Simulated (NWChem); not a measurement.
**Lowest excitation of methanol (CH4O)**

SMILES: CO
```xyz
6

C      0.6125    -0.2314     0.0000
O     -0.6650     0.3583     0.0000
H      0.8066    -0.8558     0.8960
H      1.3548     0.5819     0.0000
H      0.8066    -0.8558    -0.8960
H     -1.3230    -0.3478     0.0000
```
Charge 0, spin multiplicity 1.

Program: NWChem. The geometry was optimised at B3LYP/def2-SVP, a minimum by its harmonic frequencies.

Basis set: aug-cc-pVDZ.

The correlated methods keep 2 core orbitals frozen. B3LYP has NWChem's definition, with VWN1-RPA local correlation. No row is a measurement; the coupled-cluster row has its own basis-set and correlation limits.

Order these methods by the lowest vertical singlet excitation energy they give, lowest first: CIS, EOM-CCSD, TDA-PBE0, TD-PBE, TD-B3LYP.

TD-PBE (5.64 eV), TD-B3LYP (6.20 eV), TDA-PBE0 (6.46 eV), EOM-CCSD (6.72 eV), CIS (8.05 eV)
